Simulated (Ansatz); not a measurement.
**HS₂O−: one structure at several levels**

An exercise on one series of results from a longer session: the logs are not shown, and one member is left open.

Method: single points in def2-TZVPPD; program: Ansatz 0.2.0, Gaussian basis.

Cores are frozen in the correlated methods.

## The starting structure

SMILES `[S-]OS`, 4 atoms, charge -1, spin multiplicity 1.

Atoms are counted from 1 here; the program's logs count them from 0.

Bond lengths: S1–O2 1.718 Å, O2–S3 1.634 Å, S3–H4 1.351 Å. Angles: S1–O2–S3 125.3°, O2–S3–H4 96.9°.

Coordinates:

```
S    -1.6912   -0.2038    0.8529
O    -0.1907    0.5748    0.5444
S     0.6814    0.4347   -0.8300
H     1.1735   -0.7994   -0.5858
```

The first run:

The input, run/in.yaml:

```yaml
crystal:
  periodic: [false, false, false]
  atoms:
    - {symbol: S, position_ang: [-1.691200, -0.203800, 0.852900]}
    - {symbol: O, position_ang: [-0.190700, 0.574800, 0.544400]}
    - {symbol: S, position_ang: [0.681400, 0.434700, -0.830000]}
    - {symbol: H, position_ang: [1.173500, -0.799400, -0.585800]}
basis:
  gaussian: {orbitals: "def2-TZVPPD.json"}
total_charge: -1
correlation: {method: ccsd_t}
output: {forces: true}
```

The basis file named in the input lies beside it (Basis Set Exchange, JSON).

No record of the launch command was kept for these runs.

Steps of the session up to this table: CCSD(T)/def2-TZVPPD; PBE0-D4/def2-TZVPPD; wB97M-V/def2-TZVPPD; r2SCAN-D4/def2-TZVPPD; PBE-D4/def2-TZVPPD; B97M-V/def2-TZVPPD; r2SCAN0-D4/def2-TZVPPD.

One of the session's tables, all rows but one given; the rest of the session is left out.

```
    method  RMS force component (eV/Å)  angle to CCSD(T) forces (°)
   CCSD(T)                       0.566                    reference
   PBE0-D4                           ?                            ?
   wB97M-V                       0.499                         18.7
 r2SCAN-D4                       0.460                         19.0
    PBE-D4                       0.566                         36.7
    B97M-V                       0.419                         12.5
r2SCAN0-D4                       0.415                         29.5
```

Estimate the missing values for PBE0-D4.

**Answer.** RMS force component (eV/Å): 0.399; angle to CCSD(T) forces (°): 19.2. In the column «RMS force component (eV/Å)» it is the lowest.
